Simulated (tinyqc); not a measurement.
Inside a calculation. Method: MP2 on RHF in the sto-3g basis, for OH-, spin multiplicity 1. The basis has no diffuse functions, so it cannot describe the extra electron: this is an exercise in the method, not the real anion. Computed by tinyqc, a small Python program that keeps every step (integrals from PySCF). Settings: charge = -1, multiplicity = 1, basis = sto-3g, method = RHF, energy threshold = 1e-10, iteration cap = 85, orthogonalisation = symmetric, start = Wolfsberg-Helmholz matrix, DIIS depth = 6. Command: `OMP_NUM_THREADS=1 python tinyqc.py 31879 31880 out.jsonl` (the two numbers bound the seeds that draw the settings). One thread of a shared host (Intel(R) Xeon(R) Processor @ 2.60GHz), about 0.1 s of CPU time with the checks. The early iterations of the SCF are left out here.

## One-electron integrals

Geometry (angstrom):
```
atom         x         y         z
O     0.000000  0.000000  0.000000
H     0.000000  0.000000  0.853000
```

Basis sto-3g: exponents (1/bohr^2) and contraction coefficients of normalised primitives:
```
element  l (shell)    exponent  coefficient
O            s (1)  130.709320     0.154329
O            s (1)   23.808861     0.535328
O            s (1)    6.443608     0.444635
O            s (2)    5.033151    -0.099967
O            s (2)    1.169596     0.399513
O            s (2)    0.380389     0.700115
O            p (3)    5.033151     0.155916
O            p (3)    1.169596     0.607684
O            p (3)    0.380389     0.391957
H            s (1)    3.425251     0.154329
H            s (1)    0.623914     0.535328
H            s (1)    0.168855     0.444635
```

Overlap, kinetic and nuclear-attraction integrals over the contracted functions; the nuclear repulsion is the sum of Za Zb / Rab.

nuclear repulsion = 4.96297501 hartree

overlap S, lower triangle:
```
           1O 1s     1O 2s    1O 2px    1O 2py    1O 2pz     2H 1s
1O 1s   1.000000
1O 2s   0.236704  1.000000
1O 2px  0.000000  0.000000  1.000000
1O 2py  0.000000  0.000000  0.000000  1.000000
1O 2pz  0.000000  0.000000  0.000000  0.000000  1.000000
2H 1s   0.068944  0.545420  0.000000  0.000000  0.426641  1.000000
```

kinetic energy T (hartree), lower triangle:
```
            1O 1s     1O 2s    1O 2px    1O 2py    1O 2pz     2H 1s
1O 1s   29.003200
1O 2s   -0.168011  0.808128
1O 2px   0.000000  0.000000  2.528731
1O 2py   0.000000  0.000000  0.000000  2.528731
1O 2pz   0.000000  0.000000  0.000000  0.000000  2.528731
2H 1s    0.007157  0.184897  0.000000  0.000000  0.370257  0.760032
```

nuclear attraction V (hartree), lower triangle:
```
             1O 1s      1O 2s     1O 2px     1O 2py     1O 2pz      2H 1s
1O 1s   -61.238827
1O 2s    -7.329924  -9.656762
1O 2px    0.000000   0.000000  -9.531089
1O 2py    0.000000   0.000000   0.000000  -9.531089
1O 2pz   -0.019548  -0.218691   0.000000   0.000000  -9.690226
2H 1s    -2.207978  -4.365325   0.000000   0.000000  -3.137616  -5.918140
```

core Hamiltonian H = T + V (hartree), lower triangle:
```
             1O 1s      1O 2s     1O 2px     1O 2py     1O 2pz      2H 1s
1O 1s   -32.235627
1O 2s    -7.497935  -8.848634
1O 2px    0.000000   0.000000  -7.002358
1O 2py    0.000000   0.000000   0.000000  -7.002358
1O 2pz   -0.019548  -0.218691   0.000000   0.000000  -7.161495
2H 1s    -2.200821  -4.180428   0.000000   0.000000  -2.767359  -5.158108
```

## Two-electron integrals

Functions are numbered as in S; the eight-fold symmetry (ij|kl) = (ji|kl) = (kl|ij) leaves the list below.

Two-electron integrals (ij|kl) in chemists' order, unique and non-zero (hartree):
```
(11|11) 4.785065   (21|11) 0.741380   (21|21) 0.136873   (22|11) 1.118947
(22|21) 0.256633   (22|22) 0.817206   (31|31) 0.024477   (32|31) 0.037809
(32|32) 0.180518   (33|11) 1.115814   (33|21) 0.256684   (33|22) 0.817023
(33|33) 0.880159   (41|41) 0.024477   (42|41) 0.037809   (42|42) 0.180518
(43|43) 0.047444   (44|11) 1.115814   (44|21) 0.256684   (44|22) 0.817023
(44|33) 0.785270   (44|44) 0.880159   (51|51) 0.024477   (52|51) 0.037809
(52|52) 0.180518   (53|53) 0.047444   (54|54) 0.047444   (55|11) 1.115814
(55|21) 0.256684   (55|22) 0.817023   (55|33) 0.785270   (55|44) 0.785270
(55|55) 0.880159   (61|11) 0.220142   (61|21) 0.040239   (61|22) 0.074765
(61|33) 0.074630   (61|44) 0.074630   (61|51) 0.001809   (61|52) 0.003364
(61|55) 0.075044   (61|61) 0.011978   (62|11) 0.480933   (62|21) 0.111445
(62|22) 0.386598   (62|33) 0.380538   (62|44) 0.380538   (62|51) 0.008203
(62|52) 0.059866   (62|55) 0.398372   (62|61) 0.033261   (62|62) 0.217322
(63|31) 0.012306   (63|32) 0.069239   (63|53) 0.012764   (63|63) 0.032866
(64|41) 0.012306   (64|42) 0.069239   (64|54) 0.012764   (64|64) 0.032866
(65|11) 0.322016   (65|21) 0.075670   (65|22) 0.280535   (65|33) 0.267515
(65|44) 0.267515   (65|51) 0.017283   (65|52) 0.111169   (65|55) 0.306274
(65|61) 0.023691   (65|62) 0.191624   (65|65) 0.200244   (66|11) 0.585199
(66|21) 0.137772   (66|22) 0.542069   (66|33) 0.520124   (66|44) 0.520124
(66|51) 0.014420   (66|52) 0.139229   (66|55) 0.585344   (66|61) 0.041585
(66|62) 0.365710   (66|65) 0.369164   (66|66) 0.774606
```

## Orthogonalisation

S = U s U^T; symmetric (Loewdin) form X = U s^(-1/2) U^T, so that X^T S X = 1.

eigenvalues of S: 0.296909  0.840934  1.000000  1.000000  1.123444  1.738713

X, lower triangle:
```
            1O 1s      1O 2s    1O 2px    1O 2py     1O 2pz     2H 1s
1O 1s    1.023424
1O 2s   -0.137680   1.206656
1O 2px   0.000000   0.000000  1.000000
1O 2py   0.000000   0.000000  0.000000  1.000000
1O 2pz  -0.011463   0.141879  0.000000  0.000000   1.108969
2H 1s    0.027047  -0.415114  0.000000  0.000000  -0.319737  1.288496
```

## Iteration 7 (converged): orbitals

converged F (hartree), lower triangle:
```
             1O 1s      1O 2s    1O 2px    1O 2py     1O 2pz      2H 1s
1O 1s   -19.331095
1O 2s    -4.963819  -1.781412
1O 2px    0.000000   0.000000  0.265857
1O 2py    0.000000   0.000000  0.000000  0.265857
1O 2pz   -0.029354  -0.110924  0.000000  0.000000   0.341739
2H 1s    -1.466220  -0.876915  0.000000  0.000000  -0.336851  -0.278697
```

Diagonalise F' = X^T F X, C = X C', fill 5 alpha and 5 beta electrons from the bottom; D = 2 C_occ C_occ^T. Each column has its largest component positive (the first on a tie).

F' = X^T F X (hartree), lower triangle:
```
            1          2         3         4          5         6
1  -18.956491
2   -2.655524  -0.638310
3    0.000000   0.000000  0.265857
4    0.000000   0.000000  0.000000  0.265857
5   -0.058215   0.189579  0.000000  0.000000   0.643064
6   -0.275112  -0.644147  0.000000  0.000000  -0.641133  0.447081
```

orbital energies (hartree): MO1 -19.340442, MO2 -0.623229, MO3 0.077761, MO4 0.265857, MO5 0.265857, MO6 1.381254

coefficients C:
```
              MO1        MO2        MO3        MO4       MO5        MO6
1O 1s    0.994038  -0.228578  -0.125048   0.000000  0.000000   0.105918
1O 2s    0.026705   0.793994   0.669645   0.000000  0.000000  -0.766720
1O 2px   0.000000   0.000000   0.000000   0.855299  0.518135   0.000000
1O 2py   0.000000   0.000000   0.000000  -0.518135  0.855299   0.000000
1O 2pz   0.005158   0.107511  -0.582365   0.000000  0.000000  -1.000785
2H 1s   -0.008766   0.315427  -0.606282   0.000000  0.000000   1.211757
```

D after iteration 7, lower triangle:
```
            1O 1s      1O 2s    1O 2px    1O 2py    1O 2pz     2H 1s
1O 1s    2.111993
1O 2s   -0.477362   2.159127
1O 2px   0.000000   0.000000  2.000000
1O 2py   0.000000   0.000000  0.000000  2.000000
1O 2pz   0.106752  -0.608954  0.000000  0.000000  0.701468
2H 1s   -0.009997  -0.311561  0.000000  0.000000  0.773888  0.934297
```

Within a degenerate level the vectors are fixed only up to a rotation; this is one choice.

## Convergence

Stop when the energy changes by less than 1e-10 hartree and every element of the error matrix X^T (F D S - S D F) X is below 3e-06.

Course of the cycle:
```
iteration   E (hartree)     change  largest element of the error matrix
1          -73.75464657          -                             4.71e-01
2          -73.99764598  -2.43e-01                             1.32e-01
3          -74.01741372  -1.98e-02                             1.38e-02
4          -74.01753673  -1.23e-04                             1.56e-03
5          -74.01753822  -1.49e-06                             1.59e-05
6          -74.01753822  -1.63e-10                             1.12e-06
7          -74.01753822  -8.53e-13                             1.32e-09
```

PySCF RHF in the same basis = -74.01753822 hartree

Converged in 7 iterations.

## Integrals over molecular orbitals

(pq|rs) = sum C_ip C_jq C_kr C_ls (ij|kl), one index at a time.

one-electron integrals over orbitals h = C^T H C (hartree), lower triangle:
```
            1          2          3          4          5          6
1  -32.217079
2    0.568958  -7.137699
3    0.301514  -0.616260  -6.266823
4    0.000000   0.000000   0.000000  -7.002358
5    0.000000   0.000000   0.000000   0.000000  -7.002358
6   -0.255437   1.246757  -1.204174   0.000000   0.000000  -5.508780
```

Two-electron integrals over orbitals (pq|rs), unique and non-zero (hartree):
```
(11|11) 4.743728    (21|11) -0.410626   (21|21) 0.056207    (22|11) 0.987878
(22|21) -0.012270   (22|22) 0.737005    (31|11) -0.224983   (31|21) 0.028429
(31|22) -0.016552   (31|31) 0.027095    (32|11) 0.174091    (32|21) -0.010133
(32|22) -0.012234   (32|31) 0.011559    (32|32) 0.146334    (33|11) 0.915671
(33|21) -0.011656   (33|22) 0.663040    (33|31) 0.004897    (33|32) 0.059563
(33|33) 0.717955    (41|41) 0.026078    (42|41) 0.031805    (42|42) 0.138950
(43|41) 0.016354    (43|42) 0.057221    (43|43) 0.057829    (44|11) 1.115317
(44|21) -0.011895   (44|22) 0.739018    (44|31) -0.006438   (44|32) 0.090905
(44|33) 0.689573    (44|44) 0.880159    (51|51) 0.026078    (52|51) 0.031805
(52|52) 0.138950    (53|51) 0.016354    (53|52) 0.057221    (53|53) 0.057829
(54|54) 0.047444    (55|11) 1.115317    (55|21) -0.011895   (55|22) 0.739018
(55|31) -0.006438   (55|32) 0.090905    (55|33) 0.689573    (55|44) 0.785270
(55|55) 0.880159    (61|11) 0.193004    (61|21) -0.029676   (61|22) -0.005022
(61|31) 0.000226    (61|32) 0.023586    (61|33) 0.018398    (61|44) 0.004983
(61|55) 0.004983    (61|61) 0.034023    (62|11) -0.267859   (62|21) 0.004779
(62|22) -0.119625   (62|31) 0.017912    (62|32) -0.000601   (62|33) -0.030678
(62|44) -0.137190   (62|55) -0.137190   (62|61) 0.015009    (62|62) 0.111927
(63|11) 0.240446    (63|21) -0.004417   (63|22) 0.060765    (63|31) 0.004899
(63|32) 0.108403    (63|33) 0.095006    (63|44) 0.127221    (63|55) 0.127221
(63|61) 0.010677    (63|62) -0.051236   (63|63) 0.135328    (64|41) -0.012712
(64|42) -0.048716   (64|43) 0.001257    (64|64) 0.039574    (65|51) -0.012712
(65|52) -0.048716   (65|53) 0.001257    (65|65) 0.039574    (66|11) 0.949342
(66|21) -0.009819   (66|22) 0.698246    (66|31) -0.019119   (66|32) -0.051476
(66|33) 0.648492    (66|44) 0.664575    (66|55) 0.664575    (66|61) -0.011288
(66|62) -0.087471   (66|63) 0.020203    (66|66) 0.729603
```

## Second-order Moller-Plesset energy

Hartree-Fock energy = -74.01753822 hartree

E2 = sum_ijab (ia|jb) [2 (ia|jb) - (ib|ja)] / (e_i + e_j - e_a - e_b) over occupied i, j and virtual a, b; the opposite-spin part is (ia|jb)^2 / denominator, the rest is same-spin, and SCS-MP2 scales them by 6/5 and 1/3.

Terms:
```
i  j  a  b    (ia|jb)    (ib|ja)  denominator       term
3  3  6  6   0.135328   0.135328    -2.606985  -0.007025
2  2  6  6   0.111927   0.111927    -4.008965  -0.003125
2  3  6  6  -0.051236  -0.051236    -3.307975  -0.000794
3  2  6  6  -0.051236  -0.051236    -3.307975  -0.000794
4  4  6  6   0.039574   0.039574    -2.230794  -0.000702
5  5  6  6   0.039574   0.039574    -2.230794  -0.000702
1  1  6  6   0.034023   0.034023   -41.443391  -0.000028
1  2  6  6   0.015009   0.015009   -22.726178  -0.000010
2  1  6  6   0.015009   0.015009   -22.726178  -0.000010
1  3  6  6   0.010677   0.010677   -22.025188  -0.000005
3  1  6  6   0.010677   0.010677   -22.025188  -0.000005
```

Pair energies (hartree; pair i-j sums ij and ji):
```
pair  opposite spin  same spin
1-1       -0.000028   0.000000
2-1       -0.000020   0.000000
2-2       -0.003125   0.000000
3-1       -0.000010   0.000000
3-2       -0.001587   0.000000
3-3       -0.007025   0.000000
4-4       -0.000702   0.000000
5-5       -0.000702   0.000000
```

MP2 correlation energy = -0.01319908 hartree

SCS-MP2 correlation energy = -0.01583890 hartree

MP2 total energy = -74.03073730 hartree
